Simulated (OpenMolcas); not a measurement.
# A workflow on quartet SiH3O

Wanted: a single-point energy (UHF/STO-3G), then the energy (CASSCF(3,3)/STO-3G), then the energy (CASPT2(3,3)/STO-3G), then a single-point energy (SC-NEVPT2(3,3)/STO-3G), then the energy (MRCI(3,3)/STO-3G) of quartet SiH3O. 

The results are computed with OpenMolcas 26.06.

### 1 Starting point

SiH3O: 5 atoms, total charge 0, spin state quartet. SMILES of the parent species: `O[SiH2]`. The shape is that of a GFN2-xTB optimisation. This is one conformer, not always the lowest. That shape belongs to the parent species and isn't relaxed for this state.

Bond lengths: O1–Si2 1.639 Å, O1–H3 0.952 Å, Si2–H4 1.458 Å, Si2–H5 1.448 Å. Angles: O1–Si2–H4 110.9°, O1–Si2–H5 101.7°, Si2–O1–H3 122.7°, H4–Si2–H5 117.6°.

### 2 A single-point energy at UHF/STO-3G (run 1)

Input file geom.xyz:

```xyz
5

O      0.557310    -0.433760     0.798460
Si     0.001930     0.341950    -0.533940
H      0.725690    -1.370660     0.814800
H     -1.244820    -0.253580    -1.000760
H     -0.040110     1.716040    -0.078560
```

Input file step1.input:

```
>>> EXPORT MOLCAS_PRINT=2
&GATEWAY
BasLib=$CurrDir
Coord=geom.xyz
Basis=STO-3G
Group=NoSym
&SEWARD
&SCF
UHF
Spin=4
Scramble=0.25
PrOrbitals=1 1
```

The basis set STO-3G is read from a file made from the Basis Set Exchange's data (not shown).

Command:

```sh
$ export MOLCAS_MEM=1860
$ pymolcas step1.input > step1.log
```

What it wrote:

```text
--- Start Module: gateway ---
[...]
--- Stop Module: gateway /rc=_RC_ALL_IS_WELL_ ---
--- Start Module: seward ---
[...]
      Basis functions           17
--- Stop Module: seward /rc=_RC_ALL_IS_WELL_ ---
--- Start Module: scf ---
[...]
       Convergence after  21 Iterations
[...]
::    Total SCF energy                               -360.7900749441
[...]
      Total spin, S                                     1.5017317441
[...]
      Total electronic charge=   25.000000
      Total            charge=   -0.000000
[...]
      Dipole Moment (debye):
      Origin of the operator (angstrom)=    0.1788    0.0579   -0.0518
                   X=  1.1449E+00               Y= -1.3565E+00               Z=  4.7724E-01           Total=  1.8381E+00
      Quadrupole Moment (debye*angstrom):
[...]
--- Stop Module: scf /rc=_RC_ALL_IS_WELL_ ---
[...]
```

It took 2.1 s on 1 thread of Arm Neoverse V1, shared host; peak memory 0.37 GiB.

### 3 The energy at CASSCF(3,3)/STO-3G (run 2)

geom.xyz is that of step 2.

Input file step2.input:

```
* H3OSi CASSCF
&GATEWAY
BASLIB = $CurrDir
COORD = geom.xyz
BASIS = STO-3G
GROUP = NoSym
&SEWARD
&RASSCF
FILEORB = $CurrDir/step1.UnaOrb
SPIN = 4
NACTEL = 3 0 0
INACTIVE = 11
RAS2 = 3
ORBLISTING = Nothing
ORBAPPEAR = Compact
```

The basis set STO-3G is read from a file made from the Basis Set Exchange's data (not shown).

Command:

```sh
$ export MOLCAS_MEM=1860
$ pymolcas step2.input > step2.log
```

What it wrote:

```text
--- Start Module: gateway ---
[...]
--- Stop Module: gateway /rc=_RC_ALL_IS_WELL_ ---
--- Start Module: seward ---
[...]
      Basis functions           17
--- Stop Module: seward /rc=_RC_ALL_IS_WELL_ ---
--- Start Module: rasscf ---
[...]
      Number of active orbitals                  3
[...]
      Spin quantum number                      1.5
[...]
      Active orbitals                            3
[...]
      Number of CSFs                             1
[...]
      Number of root(s) required                 1
[...]
      Convergence after 14 iterations
[...]
      printout of CI-coefficients larger than  0.05 for root  1
      energy=    -360.788213
      conf/sym  111     Coeff  Weight
             1  uuu   1.00000 1.00000
      Natural orbitals and occupation numbers for root  1
      sym 1:   1.000000   1.000000   1.000000
      ************************************************************************************************************************
      *                                                    Final results                                                     *
[...]
::    RASSCF root number  1 Total energy:   -360.78821254
[...]
      Total electronic charge=   25.000000
      Total            charge=   -0.000000
[...]
      Dipole Moment (debye):
      Origin of the operator (angstrom)=    0.1788    0.0579   -0.0518
                   X=  1.1497E+00               Y= -1.3759E+00               Z=  4.8516E-01           Total=  1.8575E+00
      Quadrupole Moment (debye*angstrom):
[...]
--- Stop Module: rasscf /rc=_RC_ALL_IS_WELL_ ---
[...]
```

Run time: 1.9 s. Hardware: 1 thread of Arm Neoverse V1, shared host; peak memory 0.37 GiB.

### 4 The energy at CASPT2(3,3)/STO-3G (run 3)

geom.xyz is that of step 3.

Input file step3.input:

```
&GATEWAY
 BasLib = $CurrDir
 Coord = geom.xyz
 Basis = STO-3G
 Group = NoSym

&SEWARD

&RASSCF
 FileOrb = $CurrDir/step2.RasOrb
 Spin = 4
 Nactel = 3 0 0
 Inactive = 11
 Ras2 = 3
 OrbListing = Nothing
 OrbAppear = Compact

&CASPT2
 Imaginary = 0.1
 Frozen = 6
```

The basis set STO-3G is read from a file made from the Basis Set Exchange's data (not shown).

Command:

```sh
$ export MOLCAS_MEM=1860
$ pymolcas step3.input > step3.log
```

What it wrote:

```text
--- Start Module: gateway ---
[...]
--- Stop Module: gateway /rc=_RC_ALL_IS_WELL_ ---
[...]
      Basis functions           17
[...]
--- Start Module: rasscf ---
[...]
      Number of active orbitals                  3
[...]
      Spin quantum number                      1.5
[...]
      Active orbitals                            3
[...]
      Number of CSFs                             1
[...]
      Number of root(s) required                 1
[...]
      Convergence after  4 iterations
[...]
      printout of CI-coefficients larger than  0.05 for root  1
      energy=    -360.788213
      conf/sym  111     Coeff  Weight
             1  uuu   1.00000 1.00000
      Natural orbitals and occupation numbers for root  1
      sym 1:   1.000000   1.000000   1.000000
      ************************************************************************************************************************
      *                                                    Final results                                                     *
[...]
::    RASSCF root number  1 Total energy:   -360.78821254
[...]
      Total electronic charge=   25.000000
      Total            charge=   -0.000000
[...]
      Dipole Moment (debye):
      Origin of the operator (angstrom)=    0.1788    0.0579   -0.0518
                   X=  1.1497E+00               Y= -1.3760E+00               Z=  4.8523E-01           Total=  1.8576E+00
      Quadrupole Moment (debye*angstrom):
[...]
--- Stop Module: rasscf /rc=_RC_ALL_IS_WELL_ ---
--- Start Module: caspt2 ---
[...]
 ###    WARNING: User changed nr of frozen orbitals.                         ###
 ###############################################################################
[...]
      E2 (Variational):          -0.0454262891
      Total energy:            -360.8336388256
[...]
      Reference weight:           0.97882
[...]
::    CASPT2 Root  1     Total energy:   -360.83363883
[...]
--- Stop Module: caspt2 /rc=_RC_ALL_IS_WELL_ ---
[...]
```

It took 1.8 s on 1 thread of Arm Neoverse V1, shared host; peak memory 0.37 GiB.

### 5 The energy at SC-NEVPT2(3,3)/STO-3G (run 4)

geom.xyz is that of step 4.

Input file step4.inp:

```
* H3OSi NEVPT2
&GATEWAY
BASLIB=$CurrDir
COORD=geom.xyz
BASIS=STO-3G
GROUP=NoSym
&SEWARD
&RASSCF
FILEORB=$CurrDir/step2.RasOrb
SPIN=4
NACTEL=3 0 0
INACTIVE=11
RAS2=3
ORBLISTING=Nothing
ORBAPPEAR=Compact
&CASPT2
SC-NEVPT2
FROZEN=6
```

The basis set STO-3G is read from a file made from the Basis Set Exchange's data (not shown).

Command:

```sh
$ export MOLCAS_MEM=1860
$ pymolcas step4.inp > step4.log
```

What it wrote:

```text
--- Start Module: gateway ---

                                              &GATEWAY

                       available to each process: 1.9 GB of memory, 1 thread

 Basis Set     1 Label: O.STO-3G
 Basis set is read from library:.
 basistype.tbl is not found

 Basis Set     2 Label: SI.STO-3G
 Basis set is read from library:.
 basistype.tbl is not found

 Basis Set     3 Label: H.STO-3G
 Basis set is read from library:.
 basistype.tbl is not found

++    Symmetry information:
      ---------------------

                    Character Table for C1

                             E
                    a        1  x, y, xy, Rz, z, xz, Ry, yz, Rx, I
--

++    Basis set information:
      ----------------------

      Basis set label: O.STO-3G.........

[... 197 lines left out ...]
                                         RASSCF iterations: Energy and convergence statistics
[... 19 lines left out ...]
      printout of CI-coefficients larger than  0.05 for root  1
[... 4 lines left out ...]
      Natural orbitals and occupation numbers for root  1
[... 10 lines left out ...]
      RASSCF energy for state  1                   -360.78821254
[... 13 lines left out ...]
      Von Neumann Entropy (Root   1) =  1.50000
[... 57 lines left out ...]
      Spin density orbitals for root   1 are written to the SPDORB.1 file
[... 74 lines left out ...]
 Compute H0 matrices for state    1
[... 4 lines left out ...]
********************************************************************************
  NEVPT2 EQUATION SOLUTION
--------------------------------------------------------------------------------
 ###############################################################################
 ###    Location: AixRd                                                      ###
 ###    File: LUCIEX                                                         ###
 ###    Premature abort while reading buffer from disk                       ###
 ###    End of file reached                                                  ###
 ###############################################################################

--- Stop Module: caspt2 /rc=-6 ---

.########################.
.# Non-zero return code #.
.########################.

    Timing: Wall=1.52 User=1.11 System=0.41
```

Run time: 1.8 s. Hardware: 1 thread of Arm Neoverse V1, shared host; peak memory 0.37 GiB.

The run ended with an error.

### 6 A single-point energy at MRCI(3,3)/STO-3G (run 5)

geom.xyz is that of step 5.

Input file step5.input:

```
* H3OSi MRCI
&GATEWAY
BASLIB
$CurrDir
COORD
geom.xyz
BASIS
STO-3G
GROUP
NoSym
&SEWARD
&RASSCF
FILEORB
$CurrDir/step2.RasOrb
SPIN
4
NACTEL
3 0 0
INACTIVE
11
RAS2
3
ORBLISTING
Nothing
ORBAPPEAR
Compact
&MOTRA
LUMORB
FROZEN
6
&GUGA
ELECTRONS
13
SPIN
4
INACTIVE
5
ACTIVE
3
CIALL
1
&MRCI
SDCI
```

The basis set STO-3G is read from a file made from the Basis Set Exchange's data (not shown).

Command:

```sh
$ export MOLCAS_MEM=1860
$ pymolcas step5.input > step5.log
```

What it wrote:

```text
--- Start Module: gateway ---
[...]
--- Stop Module: gateway /rc=_RC_ALL_IS_WELL_ ---
[...]
      Basis functions           17
[...]
      Number of active orbitals                  3
[...]
      Spin quantum number                      1.5
[...]
      Active orbitals                            3
[...]
      Number of CSFs                             1
[...]
      Number of root(s) required                 1
[...]
      Convergence after  4 iterations
[...]
      printout of CI-coefficients larger than  0.05 for root  1
      energy=    -360.788213
      conf/sym  111     Coeff  Weight
             1  uuu   1.00000 1.00000
      Natural orbitals and occupation numbers for root  1
      sym 1:   1.000000   1.000000   1.000000
      ************************************************************************************************************************
      *                                                    Final results                                                     *
[...]
::    RASSCF root number  1 Total energy:   -360.78821254
[...]
      Dipole Moment (debye):
      Origin of the operator (angstrom)=    0.1788    0.0579   -0.0518
                   X=  1.1497E+00               Y= -1.3760E+00               Z=  4.8523E-01           Total=  1.8576E+00
      Quadrupole Moment (debye*angstrom):
[...]
      *** WARNING: Default frozen orbitals is overwritten by user input.
      *** Default values:   3
[...]
--- Start Module: guga ---
[...]
--- Stop Module: guga /rc=_RC_ALL_IS_WELL_ ---
--- Start Module: mrci ---
[...]
       (But an ACPF correction will be computed)
       USE THE DEFAULT ACPF G-VALUE GFAC=  0.15384615384615385
[...]
                      CI ENERGY:  -360.85519435
[...]
                ACPF CORRECTION:    -0.00302949
[...]
      Total electronic charge=   25.000000
      Total            charge=   -0.000000
[...]
     ACPF CORRECTION:     -0.00302949
[...]
  CI State   1     Total energy:   -360.85519435     QDav:     -0.00361000     QACPF:     -0.00302949
[...]
--- Stop Module: mrci /rc=_RC_ALL_IS_WELL_ ---
[...]
```

It took 1.9 s on 1 thread of Arm Neoverse V1, shared host; peak memory 0.37 GiB.

### 7 Summary of results

| quantity | value |
| --- | --- |
| run 1, UHF/STO-3G: total energy | -360.79007 Eh |
| run 1, UHF/STO-3G: dipole moment | 1.84 D |
| run 1, UHF/STO-3G: ⟨S²⟩ | 3.757 |
| run 2, CASSCF(3,3)/STO-3G: total energy | -360.78821 Eh |
| run 2, CASSCF(3,3)/STO-3G: dipole moment (CASSCF density) | 1.86 D |
| run 3, CASPT2(3,3)/STO-3G: total energy | -360.83364 Eh |
| run 3, CASPT2(3,3)/STO-3G: dipole moment (CASSCF density) | 1.86 D |
| run 5, MRCI(3,3)/STO-3G: total energy | -360.85519 Eh |
| run 5, MRCI(3,3)/STO-3G: dipole moment (CASSCF density) | 1.86 D |
| run 4, SC-NEVPT2(3,3)/STO-3G | no result (crashed) |

**Reading.** Mulliken charges (run 1, UHF/STO-3G) run from -0.19 on H5 to +0.35 on Si2; they depend strongly on the basis. Mulliken charges (run 2, CASSCF(3,3)/STO-3G) run from -0.19 on H5 to +0.35 on Si2. 1 of the 5 runs did not end normally.
